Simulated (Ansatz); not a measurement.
**A small benchmark: vertical ionisation energy**

6 molecules; the vertical ionisation energy in eV, computed less measured. Shapes, held fixed at every level: PBE0-D4/def2-TZVP. No vibrational averaging. Programs: Ansatz 0.2.0. Measured values: NIST CCCBDB.

Levels: A = PBE-D4/def2-TZVPP; B = B3LYP/6-31G* (spherical functions); C = wB97M-V/def2-TZVPP.

```json
{"molecule": "CO (SMILES [C-]#[O+])", "measured": "14.01", "A": "-0.17", "B": "+0.01", "C": "+0.21"}
{"molecule": "N2 (nitrogen)", "measured": "15.58", "A": "-0.19", "B": "+0.16", "C": "+0.38"}
{"molecule": "HCN (hydrogen cyanide)", "measured": "13.61", "A": "+0.16", "B": "+0.01", "C": "+0.01"}
{"molecule": "CO2 (carbon dioxide)", "measured": "13.78", "A": "-0.12", "B": "-0.11", "C": "0.00"}
{"molecule": "SO2 (sulfur dioxide)", "measured": "12.50", "A": "-0.44", "B": "-0.30", "C": "-0.01"}
{"molecule": "CH3Cl (chloromethane)", "measured": "11.29", "A": "-0.21", "B": "-0.03", "C": "0.00"}
```

Question: Sum up the errors.

Answer: 
| level | kind | mean error | mean absolute error | worst case |
| --- | --- | --- | --- | --- |
| PBE-D4/def2-TZVPP | GGA | -0.162 | 0.215 | SO2 |
| B3LYP/6-31G* (spherical functions) | global hybrid | -0.043 | 0.103 | SO2 |
| wB97M-V/def2-TZVPP | range-separated hybrid | +0.098 | 0.102 | N2 |

On this set wB97M-V/def2-TZVPP has the smallest mean absolute error and PBE-D4/def2-TZVPP the largest. PBE-D4/def2-TZVPP is too low in 5 of 6. The smallest two are near a tie. The set is small.
